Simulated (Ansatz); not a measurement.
# BeH₃+ (singlet): wave-function methods side by side at scale of all distances = 1.000, cc-pVTZ

An exercise on one series of results from a longer session: the logs are not shown, and one member is left open.

Computed with Ansatz 0.2.0, Gaussian basis. Level: cc-pVTZ, core rule «outside noble gas», up to 1 orbitals frozen.

Plan: UHF; CCSD(T) on RHF; BCCD(T) on RHF; CCSDT(Q) on RHF; CASSCF and NEVPT2, 2 electrons in 2 orbitals; Full CI.

23 further runs of the same task are left out: 10 for a known fault of the program, 10 that didn't finish, 3 set aside as unsound or not needed. Runs told in other sessions of the task aren't counted.

## What is computed

The geometry derives from a PBE0/def2-TZVP stationary point (not a proven minimum). All distances are scaled together.

4 atoms, charge 1, spin multiplicity 1.

Atoms are counted from 1 here; the program's logs count them from 0.

Bond lengths: Be1–H3 1.316 Å, H2–H4 0.781 Å.

Set-up of the first run:

in.yaml reads:

```yaml
crystal:
  periodic: [false, false, false]
  atoms:
    - {symbol: Be, position_ang: [0.000000, 0.000000, 0.163857]}
    - {symbol: H, position_ang: [0.000000, 0.390364, -1.472267]}
    - {symbol: H, position_ang: [0.000000, 0.000000, 1.479455]}
    - {symbol: H, position_ang: [0.000000, -0.390364, -1.472267]}
basis:
  gaussian: {orbitals: cc-pVTZ}
total_charge: 1
magnetization: {spin_polarized: true, initial_magnetization: 0}
hamiltonian: {xc: hf}
output: {orbitals: {seedname: orbitals}}
```

Launch:

```sh
ansatz run in.yaml --threads 1 --pin off --events-out ev --progress --plain --max-ram 2393MiB
```

Steps of the session up to this table: UHF; CCSD(T) on RHF; BCCD(T) on RHF; CCSDT(Q) on RHF; CASSCF and NEVPT2, 2 electrons in 2 orbitals; Full CI.

One of the session's tables, all rows but one given; the rest of the session is left out.

```
     method  from FCI (kJ/mol)
        RHF             +208.8
       RMP2                  ?
      RCCSD               +1.0
   RCCSD(T)               +0.2
    BCCD(T)               +0.2
     RCCSDT                0.0
  RCCSDT(Q)                0.0
CASSCF pair             +162.3
NEVPT2 pair              +41.8
        FCI                  0
```

Q: Estimate the row for RMP2 from the others.

The run gave: from FCI (kJ/mol): +43.2. In the column «from FCI (kJ/mol)» it lies between NEVPT2 pair (+41.8) and CASSCF pair (+162.3).
